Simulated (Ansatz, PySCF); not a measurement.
This PySCF input computes a BLYP/def2-TZVPD energy:

```python
from pyscf import gto, scf, dft

mol = gto.M(
    atom='''
    C     0.04224489   -0.56967492    0.04211330
    O    -0.04486502    0.78779394   -0.03501777
    H     1.07433732   -0.94369547   -0.01301193
    H    -0.49479825   -0.99234206    0.90297455
    H    -0.47408828   -0.94826445   -0.86250030
    ''',
    basis='def2-tzvpd',
    charge=0,
    spin=1,
    verbose=4,
)

mf = dft.UKS(mol, xc='blyp').density_fit(auxbasis='def2-universal-jkfit')
mf.grids.level = 3
mf.conv_tol = 1e-9
mf.max_cycle = 100
mf.max_memory = 1500
mf.kernel()
if not mf.converged:
    mf = mf.newton()
    mf.kernel(mf.make_rdm1())
for _ in range(2):
    mo, _, stable, _ = mf.stability(return_status=True)
    if stable:
        break
    mf.kernel(mf.make_rdm1(mo, mf.mo_occ))
mf.analyze()
```

Problem. Write an input for the same energy in Ansatz (a program for electronic structure) and say what it gives.

Solution. 
Ansatz 0.2 input:
```yaml
crystal:
  periodic: [false, false, false]
  atoms:
    - {symbol: C, position_ang: [0.04224489, -0.56967492, 0.04211330]}
    - {symbol: O, position_ang: [-0.04486502, 0.78779394, -0.03501777]}
    - {symbol: H, position_ang: [1.07433732, -0.94369547, -0.01301193]}
    - {symbol: H, position_ang: [-0.49479825, -0.99234206, 0.90297455]}
    - {symbol: H, position_ang: [-0.47408828, -0.94826445, -0.86250030]}
basis:
  gaussian:
    orbitals: def2-TZVPD
hamiltonian:
  xc: {name: BLYP}
magnetization: {spin_polarized: true, initial_magnetization: 1}
output: {forces: true}
```
It gives -115.06946 Eh, and PySCF -115.06954 Eh, a difference of 0.08 mEh, from the treatment of integrals and grids.

It need not be the lowest isomer of its formula.
